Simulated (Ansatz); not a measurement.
**Structure relaxation of AgAuCl₄**

Computed with DFT PBEsol, scalar-relativistic, plane waves, PAW in Ansatz. Cutoff 420 eV, Γ-centred k mesh, Gaussian smearing, no spin polarisation in the final step.

The start puts AgAuCl₄ on the sites of a reported RbAlF4 cell (P4/mmm, No. 123), with Ag in place of Rb, Au in place of Al, Cl in place of F, at a guessed volume.

```xyz
6
Lattice="4.3662 0.0000 0.0000 0.0000 4.3662 0.0000 0.0000 0.0000 7.5258" Properties=species:S:1:pos:R:3 pbc="T T T"
Ag    2.1831    2.1831    3.7629
Au    0.0000    0.0000    0.0000
Cl    2.1831    0.0000    0.0000
Cl    0.0000    2.1831    0.0000
Cl    0.0000    0.0000    2.0846
Cl    0.0000    0.0000    5.4411
```

Cell and atoms relax at zero pressure; the relaxation can't lower the symmetry of the start. After a coarse first stage the cell is made exact in the group found at 0.06 Å.

Formation energies are uncorrected and refer to the elements' standard structures at the same level (Cl₂ as a molecule).

(1) What does it relax into?

(2) What are its volume, energy, density and gap?

## Answers

(1) It keeps P4/mmm (No. 123). Conventional cell: a = 4.843 Å, c = 7.529 Å. Around Ag lie 8 Cl at 3.70 Å; around Au lie 6 Cl at 2.36–2.42 Å; around Cl on Wyckoff site f (2 atoms of the primitive cell) lie 2 Au at 2.42 Å; around Cl on Wyckoff site g (2 atoms of the primitive cell) lie 1 Au at 2.36 Å and 1 Cl at 2.80 Å.

Space group P4/mmm (No. 123). a = 4.843 Å, b = 4.843 Å, c = 7.529 Å, α = 90.00°, β = 90.00°, γ = 90.00°
```csv
atom,site,symmetry,x,y,z
Ag,1d,4/mmm,0.5000,0.5000,0.5000
Au,1a,4/mmm,0.0000,0.0000,0.0000
Cl,2f,mmm.,0.5000,0.0000,0.0000
Cl,2g,4mm,0.0000,0.0000,0.3138
```

(2) The volume per atom is 29.43 Å³. The density is 4.20 g/cm³, the energy over the elements is 0.03 eV/atom and the gap on the 8×8×6 mesh is 0 eV (a metal).

The final run used a 8×8×6 mesh on its 6-atom cell and 0.10 eV smearing. The k mesh leaves about 4 meV/atom of noise in metals. Spin–orbit coupling is left out. Symmetry constrained the relaxation, so the result can be a saddle point.

Cost: 3 runs of about 3.4 core-minutes in all, on Arm Neoverse V1 (shared hosts).